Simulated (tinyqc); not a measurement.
Pariser-Parr-Pople SCF with singles CI, for the molecule C=C([CH2-])O (SMILES; centres numbered as the heavy atoms are written), step by step. One step of it, computed by the program tinyqc.

Question. Singles CI, triplets. Over the 3 single excitations with the smallest orbital gaps: A = (e_a - e_i) delta - (ij|ab), with (pq|rs) = sum c_mp c_mq gamma_mn c_nr c_ns.

orbital energies (eV): -9.064837  -5.028892  -1.760417  6.311421

coefficients:
```
         MO1        MO2        MO3        MO4
1C  0.180518   0.480564   0.707107  -0.486283
2C  0.468097   0.535483   0.000000   0.702953
3C  0.180518   0.480564  -0.707107  -0.486283
4O  0.845997  -0.501372   0.000000  -0.181424
```

repulsion gamma_rs (eV), lower triangle:
```
           1C         2C         3C         4O
1C  11.130000
2C   5.346287  11.130000
3C   3.873196   5.346287  11.130000
4O   4.353957   6.308436   4.353957  21.500000
```

Give: triplet CI matrix; triplet excitation energies.

Answer.

triplet CI matrix (eV), lower triangle:
```
        3>4      2>4     1>4
3>4  1.7389
2>4  0.0000   4.5745
1>4  0.0000  -0.6674  8.9476
```

triplet excitation energies (eV): 1.7389  4.4749  9.0472
